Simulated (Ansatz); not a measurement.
Level of theory: PBE-D3(BJ)/def2-TZVP (Ansatz, a quantum-chemistry and plane-wave program). No frequencies were computed at this level.

Ansatz 0.2 input:
```yaml
crystal:
  periodic: [false, false, false]
  atoms:
    - { symbol: O, position_ang: [0.481664, -0.000003, -0.000002] }
    - { symbol: H, position_ang: [-0.481664, 0.000003, 0.000002] }
basis:
  gaussian: { orbitals: def2-tzvp }
hamiltonian:
  xc: pbe
  dispersion: d3bj
relax:
  max_steps: 150
magnetization:
  spin_polarized: true
  initial_magnetization: 1
```

Output:

```
Functional definition: PBE
195 factors; their error is unknown
mean field evaluation 1: about -2057.6559 eV, gradient 2.3e1 eV
mean field evaluation 2: about -2054.7830 eV, gradient 3.7e1 eV
mean field evaluation 4: about -2059.3994 eV, gradient 2.6e-1 eV
mean field evaluation 8: about -2059.3949 eV, gradient 3.0e-3 eV
mean field evaluation 16: about -2059.3995 eV, gradient 2.1e-1 eV
mean field -2059.39486946 eV, -75.6813655445 hartree, gradient 1.0e-5 eV, S^2 0.751992; 2 other end points of the search recorded, 0 dependent functions left out
reference -2059.39488589 eV, -75.6813661483 hartree; 5, 4 occupied and 32, 33 virtual orbitals, 195 factors
relax step   1: F+E_penalty+E_count = -2059.39900653 eV  Δ(F+E_penalty+E_count) = +0.000e0 eV  max|allowed force component| = 1.084e0 eV/Å  Δτ_max = 0.0000 Å  (50 SCF iters, accepted)
these checks for a lower state are left out or cut short: starts, cluster_reference, orbital_swaps, neighbouring_geometries, increment
195 factors; their error is unknown
mean field evaluation 32: about -2059.4058 eV, gradient 8.1e-6 eV
mean field -2059.40580802 eV, -75.6817675294 hartree, gradient 8.1e-6 eV, S^2 0.752036; 0 other end points of the search recorded, 0 dependent functions left out
reference -2059.40582472 eV, -75.6817681432 hartree; 5, 4 occupied and 32, 33 virtual orbitals, 195 factors
relax step   2: F+E_penalty+E_count = -2059.40994600 eV  Δ(F+E_penalty+E_count) = -1.094e-2 eV  max|allowed force component| = 2.908e-1 eV/Å  Δτ_max = 0.0080 Å  (27 SCF iters, accepted)
these checks for a lower state are left out or cut short: starts, cluster_reference, orbital_swaps, neighbouring_geometries, increment
195 factors; their error is unknown
mean field -2059.40672292 eV, -75.6818011514 hartree, gradient 8.0e-6 eV, S^2 0.752053; 0 other end points of the search recorded, 0 dependent functions left out
reference -2059.40673972 eV, -75.6818017688 hartree; 5, 4 occupied and 32, 33 virtual orbitals, 195 factors
relax step   3: F+E_penalty+E_count = -2059.41086134 eV  Δ(F+E_penalty+E_count) = -9.153e-4 eV  max|allowed force component| = 1.484e-2 eV/Å  Δτ_max = 0.0030 Å  (28 SCF iters, accepted)
these checks for a lower state are left out or cut short: starts, cluster_reference, orbital_swaps, neighbouring_geometries, increment
195 factors; their error is unknown
mean field -2059.40672535 eV, -75.6818012407 hartree, gradient 8.0e-6 eV, S^2 0.752054; 0 other end points of the search recorded, 0 dependent functions left out
reference -2059.40674216 eV, -75.6818018583 hartree; 5, 4 occupied and 32, 33 virtual orbitals, 195 factors
relax step   4: F+E_penalty+E_count = -2059.41086379 eV  Δ(F+E_penalty+E_count) = -2.455e-6 eV  max|allowed force component| = 1.910e-4 eV/Å  Δτ_max = 0.0002 Å  (29 SCF iters, accepted)
195 factors; their error is unknown
mean field evaluation 64: about -2059.4067 eV, gradient 2.9e-3 eV
mean field -2059.40672535 eV, -75.6818012407 hartree, gradient 8.0e-6 eV, S^2 0.752054; 4 other end points of the search recorded, 0 dependent functions left out
reference -2059.40674216 eV, -75.6818018583 hartree; 5, 4 occupied and 32, 33 virtual orbitals, 195 factors
Total energy: -2059.41088060 eV, -75.6819539431 hartree
Atom 0 at     0.492879    -0.000003    -0.000002 Å, force     0.000191    -0.000000    -0.000000 eV/Å
Atom 1 at    -0.492879     0.000003     0.000002 Å, force    -0.000191     0.000000     0.000000 eV/Å
Dipole moment:    -0.359962     0.000002     0.000001 e Å
```

Cost: about 1.9 core-seconds (a rough figure).
